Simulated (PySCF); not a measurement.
## Spin-Hamiltonian simulation

Molecule: SMILES C(CCC)=O, C4H8O.

Geometry:
```tsv
atom	x (Å)	y (Å)	z (Å)
C1	-1.702	-0.048	0.655
C2	-0.270	-0.519	0.439
C3	0.549	0.498	-0.349
C4	1.965	0.057	-0.573
O5	2.447	-0.973	-0.196
H6	-2.265	-0.789	1.216
H7	-1.718	0.887	1.210
H8	-2.201	0.111	-0.299
H9	-0.268	-1.468	-0.100
H10	0.213	-0.691	1.402
H11	0.579	1.460	0.171
H12	0.100	0.683	-1.329
H13	2.567	0.794	-1.144
```

How the numbers were obtained: GFN2-xTB geometry, shieldings: GIAO PBE0/pcSseg-1, spin–spin couplings from B3LYP/pcJ-1 (without the spin–dipole term), in PySCF (gas phase, a single conformation, averaged over atoms made equivalent by symmetry, fast rotation or ring inversion, non-relativistic Hamiltonian).

Referencing at the same level of theory: 1H (31.72 ppm) against TMS.

Shifts (ppm): H6/H7/H8 0.99, H9/H10 1.60, H11/H12 2.33, H13 10.21.
Couplings (Hz): H6–H7, H6–H8, H7–H8: -13.3; H6–H9, H6–H10, H7–H9, H7–H10, H8–H9, H8–H10: 8.0; H6–H11, H6–H12, H7–H11, H7–H12, H8–H11, H8–H12: -0.2; H6–H13, H7–H13, H8–H13: 0.4; H9–H10: -14.2; H9–H11, H9–H12, H10–H11, H10–H12: 6.9; H9–H13, H10–H13: -0.7; H11–H12: -21.0; H11–H13, H12–H13: 0.5.

The 8-spin Hamiltonian (Zeeman plus full scalar coupling among like nuclei) was diagonalised exactly; lines are Lorentzian, 0.5 Hz wide, and the maxima above 3 % are listed with the tallest set to 100.

(1) Give the 1H peak list of this spin system at 300 MHz.

(2) And at 700 MHz?

(3) Among coupled protons with different shifts, which pair is furthest from first order, and how does the field change that?

Results:

(1) 
Hz from δ = 0 (height): 3063.2 (38), 3062.9 (38), 706.0 (29), 699.1 (62), 692.2 (33), 499.2 (3), 498.8 (3), 491.2 (13), 490.6 (10), 485.9 (3), 484.3 (21), 483.7 (22), 476.3 (25), 475.8 (20), 474.4 (4), 469.4 (12), 468.8 (14), 461.5 (4), 461.1 (4), 304.8 (51), 296.8 (100), 288.8 (42)

(2) 
Hz from δ = 0 (height): 7147.2 (36), 7146.9 (36), 1638.0 (29), 1631.1 (59), 1624.2 (30), 1139.3 (3), 1138.7 (3), 1132.4 (7), 1131.3 (13), 1130.6 (11), 1124.4 (21), 1123.7 (24), 1122.7 (12), 1117.5 (11), 1116.4 (24), 1115.7 (22), 1109.5 (11), 1108.8 (13), 1107.8 (8), 1101.5 (4), 1100.9 (4), 700.9 (51), 692.9 (100), 685.0 (48)

(3) H6 and H9: Δν/J is about 22.9 at 300 MHz (close to first order) and 53.4 at 700 MHz (close to first order). J in Hz doesn't depend on the field, while Δν in Hz grows in proportion to it.

Unscaled 3J(H,H) at this level run about 10 % above measured values. Couplings across =CH–CH2 type bonds come from one rotamer and its mirror image, and can be 1–2 Hz further off. Vicinal H,H couplings across rotating CH2–CH2 and CH–CH2 bonds are estimated from the computed gauche and anti values for equal rotamer populations, (2 J gauche + J anti)/3.
